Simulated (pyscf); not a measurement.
H₃C–CH₂–O–O• → •H₂C–CH₂–O–OH, a hydrogen shift (doublet surface; C–H broken, H–O formed). Single points on ωB97X-D3(BJ)/def2-SVP structures (PySCF, gas phase). Energies in kJ/mol from the reactant's lowest minimum found.

Small-basis levels: PySCF, no dispersion term, spherical d functions. Open shells are spin-unrestricted. 

Question: Quick HF/3-21G single points give ΔE‡ = 215.8 kJ/mol and ΔE = +86.3 kJ/mol. What does ωB97M-D3(BJ)/def2-TZVP give, and how far is the quick result from it?

Answer: ωB97M-D3(BJ)/def2-TZVP gives ΔE‡ = 180.3 kJ/mol and ΔE = +91.6 kJ/mol. HF/3-21G lies 35.5 kJ/mol over it in the barrier and 5.2 kJ/mol under it in the reaction energy, so on this step it does not hold to within 12.6 kJ/mol. ωB97M-D3(BJ)/def2-TZVP has limits of its own. The same reactants have a lower exit, to •O–OH + H₂C=CH₂ (barrier +148.4 kJ/mol at ωB97M-D3(BJ), against +180.3 kJ/mol here). H₃C–CH₂–O–O• lies 181.3 kJ/mol over its isomer H₃C–CH(O•)–OH (electronic energy, ωB97M-D3(BJ)). •H₂C–CH₂–O–OH lies 272.9 kJ/mol over its isomer H₃C–CH(O•)–OH (electronic energy, ωB97M-D3(BJ)). One saddle was located; it need not be the lowest between these sides.
